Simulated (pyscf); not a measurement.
## Routes from AsH₃ + silylene (SiH₂) [singlet]

Candidate steps break at most two bonds and form at most two. Each was searched with GFN2-xTB (tblite) first. Optimised with ωB97X-D3(BJ)/def2-SVP in PySCF. Energies: ωB97M-D3(BJ)/def2-TZVP, kcal/mol, from the separated reactants, singlet surface; ΔG‡ with ideal gas, 1 atm, RRHO with modes under 100 cm⁻¹ raised to 100, one conformer, R ln 2 for chiral ones without a mode under 150 cm⁻¹.

```csv
products,type,ΔE‡,ΔE,ΔG‡ 298 K,ΔG‡ 900 K,ν‡ (cm⁻¹)
H₃Si–AsH₂,insertion,-9.3,-61.1,1.2,20.3,407i
H₂Si=AsH + H₂,concerted two-bond exchange,19.2,-25.0,28.5,46.9,872i
```

Row 1: On the reactant side the descent ends in an adduct with a As–Si, H–Si contact, 13.4 kcal/mol under the separated species and 0.4 kcal/mol under the saddle at ωB97X-D3(BJ)/def2-TZVP. Row 2: On the reactant side the descent ends in an adduct with a As–Si contact, 11.4 kcal/mol under the separated species and 26.1 kcal/mol under the saddle at ωB97X-D3(BJ)/def2-TZVP. 

Plain bond fissions and candidates not yet searched are not listed, and one of them may be faster. Each barrier is that of the saddle found; lower ones may exist. Elements up to Kr have no core potential and no relativistic terms here.
